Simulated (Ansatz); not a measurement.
Input and output for `C1=CC2C=CC12`.

```yaml
crystal:
  periodic: [false, false, false]
  atoms:
    - {symbol: C, position_ang: [-0.719748, -1.207844, 0.216741]}
    - {symbol: C, position_ang: [0.372323, -1.070139, 0.869441]}
    - {symbol: C, position_ang: [0.417119, 0.377301, 0.704416]}
    - {symbol: C, position_ang: [0.970835, 0.884847, -0.544609]}
    - {symbol: C, position_ang: [-0.121359, 0.747352, -1.197147]}
    - {symbol: C, position_ang: [-0.862429, 0.215973, -0.060144]}
    - {symbol: H, position_ang: [-1.284843, -2.031339, -0.073803]}
    - {symbol: H, position_ang: [1.034507, -1.738906, 1.312328]}
    - {symbol: H, position_ang: [0.462852, 0.980851, 1.558291]}
    - {symbol: H, position_ang: [1.930809, 1.188787, -0.805304]}
    - {symbol: H, position_ang: [-0.388753, 0.896670, -2.191174]}
    - {symbol: H, position_ang: [-1.737393, 0.703456, 0.243604]}
basis:
  gaussian: {orbitals: def2-TZVPD, nuclear_model: gaussian, point_charges: [{charge: 0.50, position_ang: [5.965, 0.890, 0.664]}]}
hamiltonian: {xc: {name: wB97X}, pseudopotentials: {relativity: scalar}}
accuracy: high
```

```sh
$ ansatz run in.yaml --threads 4 --pin off --events-out ev --progress --plain --max-ram 10444MiB
```

It prints (some lines left out):

```
Functional definition: wB97X
4454 factors; integrals over basis functions are off by at most 3.7e-9 eV
577 factors; integrals over basis functions are off by at most 2.1e-9 eV
mean field evaluation 1: about -6311.5493 eV, gradient 5.5e1 eV
mean field evaluation 2: about -6313.9571 eV, gradient 4.5e1 eV
mean field evaluation 4: about -6318.2151 eV, gradient 1.4e0 eV
mean field evaluation 8: about -6318.3951 eV, gradient 9.3e-2 eV
mean field evaluation 16: about -6318.3951 eV, gradient 2.7e-5 eV
mean field -6318.39514741 eV, -232.1967389054 hartree, gradient 5.4e-8 eV, S^2 0.000000; 0 other end points of the search recorded, 0 dependent functions left out
reference -6318.39514325 eV, -232.1967387525 hartree; 21, 21 occupied and 255, 255 virtual orbitals, 4454 factors
Total energy: -6318.39514325 eV, -232.1967387525 hartree
Relativity: scalar
```

Run time 34 s (4 threads of an Intel Xeon on a shared host); peak host memory 2.4 GiB.
